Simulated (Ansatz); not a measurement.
Basis-set extrapolation for `CC(C)(Cl)Cl` (PBE0-D4/def2-TZVP geometry, frozen core, Ansatz). Multiplicity 1, RHF reference.

```
                       def2-TZVPP    def2-QZVPP
                 HF  -1036.168652  -1036.199579
    MP2 correlation     -0.909162     -0.981923
CCSD(T) correlation     -1.007516       not run
```

Energies in hartree. Use E(X) = E(∞) + A·exp(−7.88·√X) for Hartree–Fock and E(X) = E(∞) + B·X^(−2.97) for correlation, with X = 3 and 4, and add CCSD(T) minus MP2 of the smaller set to the MP2 limit.

What is the CCSD(T) energy at the basis-set limit?

HF limit: -1036.199579 + (-0.030927) × 0.13774 = -1036.20384. MP2 limit: -0.981923 + (-0.072761) × 0.74074 = -1.03582. Higher-order term: -1.007516 − (-0.909162) = -0.09835. Total: -1037.33801 hartree, 424.9 kJ/mol below CCSD(T)/def2-TZVPP.
